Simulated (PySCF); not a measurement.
Ionisation energies (eV) were calculated with PySCF 2.14 by UHF, PBE0, LDA, in another order, as differences of total energies without spin-orbit coupling. The measured values are between term centres (NIST).

```csv
species,measured,A,B,C
"B (dyall-av2z, non-relativistic)",8.297,8.047,8.655,8.651
"B⁺ (dyall-av2z, non-relativistic)",25.155,23.437,24.548,24.567
"C⁺ (dyall-av2z, non-relativistic)",24.378,24.155,24.769,24.830
"O (dyall-av2z, non-relativistic)",13.608,11.982,13.981,13.815
"F⁺ (dyall-av2z, non-relativistic)",34.950,33.346,35.252,35.219
"Ne (dyall-av2z, non-relativistic)",21.597,19.712,22.225,21.495
"Mg (dyall-av2z, non-relativistic)",7.646,6.607,7.724,7.546
"Al⁺ (dyall-av2z, non-relativistic)",18.829,17.520,18.896,18.656
```

Which column is which method?

A is UHF (mean error -1.21 eV); B is LDA (mean error 0.20 eV); C is PBE0 (mean error 0.04 eV). Hartree-Fock lacks the correlation of the electron removed and comes out lowest. LDA overbinds the outer electron and comes out highest. PBE0, with a quarter of exact exchange, lies close to experiment on average.
